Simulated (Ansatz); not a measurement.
**CH4Si (triplet): wave-function methods side by side at distance C1–H5 along a hydrogen transfer = 1.412 Å, cc-pVDZ**

One table from this session's results is given with a row withheld; the runs are named, their logs left out.

Method: cc-pVDZ, core rule «outside noble gas», up to 6 orbitals frozen; program: Ansatz 0.2.0, Gaussian basis.

To be run: UHF; CCSD(T) on ROHF; CCSD(T) on UHF; BCCD(T) on ROHF; CISD; CCSDT(Q) on ROHF; CCSDT(Q) on UHF; CASSCF and MRCISD+Q, 4 electrons in 4 orbitals; CASSCF and NEVPT2, 4 electrons in 4 orbitals.

7 further runs of the same task are left out: 1 for a mislabelled method, 4 that didn't finish, 2 set aside as unsound or not needed.

**What is computed**

The geometry derives from fragments relaxed apart (PBE0/def2-TZVP) and kept rigid, so it is no stationary point. A hydrogen atom is moved between rigid fragments.

6 atoms, charge 0, spin multiplicity 3.

Atoms are counted from 1 here; the program's logs count them from 0.

Bond lengths: C1–H2 1.090 Å, C1–H3 1.090 Å, C1–H4 1.090 Å, H5–Si6 1.494 Å. Angles: H2–C1–H3 109.5°, H2–C1–H4 109.5°, H3–C1–H4 109.5°.

The first run:

The input, in.yaml:

```yaml
crystal:
  periodic: [false, false, false]
  atoms:
    - {symbol: C, position_ang: [-1.856904, 0.000000, 0.000000]}
    - {symbol: H, position_ang: [-2.220110, 1.027301, 0.000000]}
    - {symbol: H, position_ang: [-2.220110, -0.513650, 0.889668]}
    - {symbol: H, position_ang: [-2.220110, -0.513650, -0.889669]}
    - {symbol: H, position_ang: [-0.444904, 0.000000, 0.000000]}
    - {symbol: Si, position_ang: [1.049096, 0.000000, 0.000000]}
basis:
  gaussian: {orbitals: cc-pVDZ}
magnetization: {spin_polarized: true, initial_magnetization: 2}
hamiltonian: {xc: hf}
output: {orbitals: {seedname: orbitals}}
```

Launch:

```console
> ansatz run in.yaml --threads 1 --pin off --events-out ev --progress --plain --max-ram 2393MiB
```

Among the steps run: UHF; CCSD(T) on ROHF; CCSD(T) on UHF; BCCD(T) on ROHF; CISD; CCSDT(Q) on ROHF; CCSDT(Q) on UHF; CASSCF and MRCISD+Q, 4 electrons in 4 orbitals; CASSCF and NEVPT2, 4 electrons in 4 orbitals.

One of the session's tables, all rows but one given; the rest of the session is left out.

```
       method  from UCCSDT(Q) (meV)
         ROHF               +7585.0
          UHF               +7437.5
         RMP2               +1396.7
         UMP2               +1387.1
         CISD                +925.4
        RCCSD                +268.9
        UCCSD                +263.9
     RCCSD(T)                 +45.1
     UCCSD(T)                 +44.3
      BCCD(T)                 +44.5
       RCCSDT                 +12.0
       UCCSDT                 +11.7
    RCCSDT(Q)                  +0.7
    UCCSDT(Q)                     0
  CASSCF pair               +6917.0
  NEVPT2 pair               +1353.8
  MRCISD pair                +763.4
MRCISD+Q pair                     ?
```

Estimate the missing values for MRCISD+Q pair.

The run gave: from UCCSDT(Q) (meV): +60.3. In the column «from UCCSDT(Q) (meV)» it lies between RCCSD(T) (+45.1) and UCCSD (+263.9).

Among the levels timed on like hardware and quicker than the yardstick, those that no quicker one beats, quickest first: NEVPT2 pair (1.4 s, +1353.8 meV); MRCISD+Q pair (1.8 s, +60.3 meV); UCCSD(T) (3.8 s, +44.3 meV).

To keep in mind: Of the multireference levels listed MRCISD+Q pair comes nearest in total energy (+60.3 meV), which doesn't show that its space is the better one. Restricted and unrestricted rows rest on different reference determinants; where their highest levels disagree by more than a few hundredths of an eV, they describe different states and don't form one ladder.
